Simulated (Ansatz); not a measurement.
The first iterations of a band of BH3O2 + H (7 atoms, charge 0, multiplicity 2).

Computed with Ansatz 0.2.0, UKS revPBE/6-31G*.

```json
{"movable images": "6", "climbing image": "no", "spring": "5.0 eV/Å²", "optimiser": "quadratic models (default)", "start path": "through a guess of the saddle point", "force threshold": "0.05 eV/Å", "iteration limit": "60", "end points": "relaxed"}
```

Image 0:

```xyz
7
Properties=species:S:1:pos:R:3
B 0.104 -0.293 -0.211
H -0.026 -0.077 0.971
O 1.381 -0.316 -0.717
H 1.356 -0.505 -1.678
O -0.968 -0.515 -1.057
H -1.809 -0.469 -0.564
H -0.248 0.376 4.330
```

Image 7:

```xyz
7
Properties=species:S:1:pos:R:3
B -0.012 -0.375 -0.557
H -0.001 0.091 2.301
O 1.122 -0.435 -1.326
H 1.914 -0.311 -0.770
O -1.243 -0.525 -1.143
H -1.947 -0.458 -0.472
H -0.043 0.215 3.041
```

| iteration | highest image above the first end (eV) | largest band force component (eV/Å) |
| --- | --- | --- |
| 1 | 4.076 | 23.668 |
| 2 | 0.833 | 1.380 |
| 3 | 0.644 | 1.086 |
| 4 | 0.503 | 1.170 |
| 5 | 0.386 | 1.105 |
| 6 | 0.374 | 0.893 |
| 7 | 0.450 | 1.653 |

Question: Does the band converge within its limit, and where does its top end?

Answer: The forces met the threshold. It ended after 23 iterations with the highest image 0.161 eV above the first end. The profile has 2 maxima (images 2, 6) with wells between them (image 4): this band takes more than one step, which may be the mechanism or a detour left from its start path. No image climbed, so the highest image needn't sit at the top of the path. A band with more images between the same ends climbed to 0.39 eV, so this one has probably stepped over the top.

Run time: 3.3 min on 1 thread of Arm Neoverse V2, on a shared host, peak memory 0.11 GiB.
